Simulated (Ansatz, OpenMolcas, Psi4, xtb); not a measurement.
**A ladder of methods for C2H3Al (ethynylalumane)**

C2H3Al: 6 atoms, total charge 0, spin state singlet. As SMILES, `C#[C][AlH2]`. The shape is that of a PBE0-D4/def2-TZVP optimisation.

Each level gives the HOMO–LUMO gap (eV). The values are calculated.

| level | kind | program | value (eV) | CPU time |
| --- | --- | --- | --- | --- |
| GFN1-xTB | semi-empirical | xtb | 6.04 | under 2 s |
| HF/def2-TZVP | Hartree–Fock | OpenMolcas | 11.68 | 37 s |
| HF/def2-TZVP (density fitting) | Hartree–Fock | Psi4 | 11.68 | 2.9 s |
| SVWN5/def2-TZVP | LDA | Ansatz | 4.08 | 3.8 s |
| PBE/def2-TZVP | GGA | Ansatz | 4.21 | 5.6 s |
| revPBE/def2-TZVP | GGA | Ansatz | 4.27 | 5.5 s |
| M06-L/def2-TZVP | meta-GGA | OpenMolcas | 4.88 | 72 s |
| B3LYP/def2-TZVP | global hybrid | OpenMolcas | 5.75 | 62 s |
| wB97X/def2-TZVP | range-separated hybrid | Ansatz | 10.51 | 20 s |
| B2PLYP/def2-TZVP | double hybrid | OpenMolcas | 8.24 | 52 s |

The values span 4.08 to 11.68 eV. Orbital gaps aren't excitation energies, and those of double hybrids come from the SCF part alone; they tend to grow with the share of exact exchange. Times are those of the runs behind each value, whatever else they computed, on shared processors of several kinds: orders of magnitude only.
